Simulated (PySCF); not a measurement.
HCl⁺: frontier orbitals

PBE0 at R = 1.321 Å; PySCF, no relativity, basis sets H def2-TZVPPD, Cl def2-TZVPPD. State: ²Π (doublet), unpaired electrons π ↑. Only the outer orbitals are listed, counted within each symmetry.

```
spin  orbital  occ.  ε (eV)  on H (%)           main shells (%)
   α       4σ     1  -34.90         3                   95 Cl s
   α       5σ     1  -23.33        24           69 Cl p, 23 H s
   α       2π     1  -21.52         0                  100 Cl p
   α       2π     1  -19.82         1                   99 Cl p
   α       6σ     0   -8.44        55  51 H s, 20 Cl d, 20 Cl p
   β       4σ     1  -33.31         6                   92 Cl s
   β       5σ     1  -22.90        25           66 Cl p, 24 H s
   β       2π     1  -19.33         1                   99 Cl p
   β       2π     0  -15.79         1                   99 Cl p
   β       6σ     0   -8.10        54  48 H s, 20 Cl p, 18 Cl d
```

**Question.** Which are the highest filled and the lowest empty level, where do they sit, and how wide is the gap?

**Answer.** Highest filled β 2π at -19.33 eV (in %: 99 Cl p); lowest empty β 2π at -15.79 eV (in %: 99 Cl p); the gap at PBE0 is 3.54 eV. Both belong to one degenerate shell, split only by its one-sided filling, so this is no excitation gap.

- bond order (Mayer): 0.79
- ⟨S²⟩: 0.755
- charge on H (Mulliken, basis-dependent): 0.41
- charge on H (Löwdin, basis-dependent): -0.19
- dipole moment (positive dipole points towards Cl; it is taken about the centre of mass and depends on that origin): -1.72 D
- polarisability along the bond: 13.1 bohr³
- polarisability across the bond: 10.0 bohr³

The state was picked by a PBE0 search and need not be the measured ground state.
